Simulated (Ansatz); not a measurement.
A run for Ansatz (an electronic-structure program): R-B2PLYP/def2-TZVPPD on C4H8 (a complex). Files ending in .json are basis or fitting sets from the Basis Set Exchange.

Ansatz 0.2 input:
```yaml
crystal:
  periodic: [false, false, false]
  atoms:
    - {symbol: H, position_ang: [0.92444510, -1.23172221, -1.90619313]}
    - {symbol: H, position_ang: [-0.92444510, -1.23172221, -1.90619313]}
    - {symbol: H, position_ang: [-0.92444510, 1.23172221, -1.90619313]}
    - {symbol: H, position_ang: [0.92444510, 1.23172221, -1.90619313]}
    - {symbol: C, position_ang: [0.00000000, 0.66728778, -1.90556520]}
    - {symbol: C, position_ang: [0.00000000, -0.66728778, -1.90556520]}
    - {symbol: H, position_ang: [-0.00000000, 1.23344948, 2.82931792]}
    - {symbol: H, position_ang: [0.00000000, 1.22547148, 0.97776199]}
    - {symbol: H, position_ang: [-0.00000000, -1.22547148, 0.97776199]}
    - {symbol: H, position_ang: [-0.00000000, -1.23344948, 2.82931792]}
    - {symbol: C, position_ang: [-0.00000000, -0.66711698, 1.90601042]}
    - {symbol: C, position_ang: [-0.00000000, 0.66711698, 1.90601042]}
basis:
  gaussian:
    orbitals: def2-TZVPPD.json
hamiltonian:
  xc: {name: B2PLYP}
magnetization: {spin_polarized: false}
correlation: {electrons: outside_noble_gas}
scf: {lower_state_search: off}
```

The head of its log:

```
WARN ansatz: RAYON_NUM_THREADS=2 ignored (pool sized by the plan → 2); use --threads N
Functional definition: B2PLYP
these checks for a lower state are left out or cut short: stability, starts, cluster_reference, orbital_swaps, neighbouring_geometries, increment
integrals: 0.83 GiB planned
1612 factors; integrals over basis functions are off by at most 9.1e-4 eV
mean field: 1.59 GiB planned
mean field evaluation 1: about -4262.4188 eV, gradient 5.0e1 eV
mean field evaluation 2: about -4262.4226 eV, gradient 5.0e1 eV
mean field evaluation 4: about -4268.4048 eV, gradient 1.7e0 eV
mean field evaluation 8: about -4268.4134 eV, gradient 4.4e-2 eV
mean field evaluation 16: about -4268.4134 eV, gradient 1.2e-5 eV
mean field -4268.41337302 eV, -156.8612982241 hartree, gradient 4.8e-7 eV, S^2 0.000000; 0 other end points of the search recorded, 0 dependent functions left out
4 core orbitals not correlated
reference -4268.41354648 eV, -156.8613045984 hartree; 12, 12 occupied and 268, 268 virtual orbitals, 1612 factors
```

Give the final energy of this run.

-157.0833 hartree.
